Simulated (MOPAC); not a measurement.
MOPAC input (PM3):

```
PM3 1SCF UHF MS=0.5 GEO-OK AUX(PRECISION=9) THREADS=1
C2H5O

C     1.14995060 1   -0.54805815 1    0.07775131 1
C     0.10013169 1    0.48549506 1    0.15382061 1
O    -1.15118388 1   -0.08480778 1   -0.21949146 1
H    -1.80250648 1    0.62027496 1   -0.28928720 1
H     0.05460212 1    0.90627730 1    1.17027120 1
H     0.34691307 1    1.32963965 1   -0.51637605 1
H     2.11023961 1   -0.38271992 1    0.54416248 1
H     0.99972909 1   -1.41963110 1   -0.54227020 1
```

From the last part of the output:

```
                                                       MOPAC v23.2.5 Linux

          FINAL HEAT OF FORMATION =        -22.84782 KCAL/MOL =     -95.59526 KJ/MOL

          COSMO AREA              =         85.37 SQUARE ANGSTROMS
          COSMO VOLUME            =         66.90 CUBIC ANGSTROMS

          IONIZATION POTENTIAL    =          9.464821 EV
          ALPHA SOMO LUMO (EV)    =         -9.465  2.902
          BETA  SOMO LUMO (EV)    =        -11.196  0.914
          NO. OF ALPHA ELECTRONS  =         10
          NO. OF BETA  ELECTRONS  =          9
          MOLECULAR WEIGHT        =         45.0609         POINT GROUP:  C1

          MOLECULAR DIMENSIONS (Angstroms)

            Atom       Atom       Distance
            H     7    H     4     4.12434
            H     8    H     5     2.82666
            O     3    H     6     1.58600

          SCF CALCULATIONS        =          1

   ATOM   CHEMICAL          X               Y               Z
  NUMBER   SYMBOL      (ANGSTROMS)     (ANGSTROMS)     (ANGSTROMS)

     1       C          1.14995060  *  -0.54805815  *   0.07775131  *
     2       C          0.10013169  *   0.48549506  *   0.15382061  *
     3       O         -1.15118388  *  -0.08480778  *  -0.21949146  *
     4       H         -1.80250648  *   0.62027496  *  -0.28928720  *
     5       H          0.05460212  *   0.90627730  *   1.17027120  *
     6       H          0.34691307  *   1.32963965  *  -0.51637605  *
     7       H          2.11023961  *  -0.38271992  *   0.54416248  *
     8       H          0.99972909  *  -1.41963110  *  -0.54227020  *

                             CARTESIAN COORDINATES

   1    C        1.149950600    -0.548058150     0.077751310
   2    C        0.100131690     0.485495060     0.153820610
   3    O       -1.151183880    -0.084807780    -0.219491460
   4    H       -1.802506480     0.620274960    -0.289287200
   5    H        0.054602120     0.906277300     1.170271200
   6    H        0.346913070     1.329639650    -0.516376050
   7    H        2.110239610    -0.382719920     0.544162480
   8    H        0.999729090    -1.419631100    -0.542270200

           Empirical Formula: C2 H5 O  =     8 atoms

      MOLECULAR POINT GROUP   :   C1

          ALPHA EIGENVALUES
 -38.08645 -30.46819 -21.90087 -18.14787 -15.90876 -15.27788 -13.87988 -12.94695
 -11.44145  -9.46482   2.90171   3.62525   3.75256   4.03576   4.67517   4.87346
   5.66601

           BETA EIGENVALUES
 -37.98751 -29.75893 -21.25052 -18.09225 -15.67781 -15.07012 -13.57851 -12.70862
 -11.19558   0.91411   3.25179   3.74618   4.16582   4.22288   5.02206   5.27318
   5.76036

              NET ATOMIC CHARGES AND DIPOLE CONTRIBUTIONS

  ATOM NO.   TYPE          CHARGE      No. of ELECS.   s-Pop       p-Pop
    1          C          -0.222594        4.2226     1.22685     2.99574
    2          C           0.108904        3.8911     1.13342     2.75767
    3          O          -0.313409        6.3134     1.81362     4.49979
    4          H           0.185075        0.8149     0.81492
    5          H           0.028947        0.9711     0.97105
    6          H           0.026522        0.9735     0.97348
    7          H           0.088195        0.9118     0.91180
    8          H           0.098360        0.9016     0.90164
 DIPOLE           X         Y         Z       TOTAL
 POINT-CHG.     0.372     0.982     0.142     1.059
 HYBRID        -0.124     0.639    -0.004     0.651
 SUM            0.248     1.621     0.138     1.645

          ATOMIC ORBITAL ELECTRON POPULATIONS

     Atom    s        px        py        pz
    1  C   1.22685   0.97798   0.99997   1.01779
    2  C   1.13342   0.85675   0.93796   0.96297
    3  O   1.81362   1.19492   1.37677   1.92810
    4  H   0.81492
    5  H   0.97105
    6  H   0.97348
    7  H   0.91180
    8  H   0.90164

                    (SZ)    =    0.500000
                    (S**2)  =    0.769744

          ATOMIC ORBITAL SPIN POPULATIONS

    Atom   Total    s     px     py     pz
         Atomic
    1  C  1.1740  0.072  0.179  0.267  0.655
    2  C -0.1256 -0.016 -0.029 -0.051 -0.029
    3  O  0.0098 -0.001  0.006  0.006 -0.001
    4  H -0.0034 -0.003
    5  H  0.0372  0.037
    6  H  0.0613  0.061
    7  H -0.0780 -0.078
    8  H -0.0754 -0.075

 **********************
 *                    *
 * JOB ENDED NORMALLY *
 *                    *
 **********************

 == MOPAC DONE ==
```
